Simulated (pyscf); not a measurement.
PySCF, gas phase, ωB97X-D3(BJ)/def2-SVP geometries.

Q: For the elementary gas-phase step H₃C–CH₂–CH₂–Al(CH₃)–NH₂ (SMILES CC[CH2][Al]([CH3])[NH2]) → H₃C–Al(CH₃)–NH₂ (SMILES [CH3][Al]([CH3])[NH2]) + H₂C=CH₂ (SMILES C=C) (singlet surface; C–C, Al–C broken, Al–C formed), what barrier and reaction energy does ωB97M-D3(BJ)/def2-TZVP give, measured from the reactant's lowest minimum found?

A: ΔE‡ = 1.97 eV, ΔE = +0.94 eV. Zero-point energy shifts the barrier by -0.10 eV. It is an elimination, with an imaginary mode of 512i cm⁻¹. On the product side the descent ends in a complex, 0.35 eV under the separated species and 1.27 eV under the saddle at ωB97X-D3(BJ)/def2-TZVP. At the saddle there is also a short Al–C contact that neither side keeps. One saddle was located; it need not be the lowest between these sides.
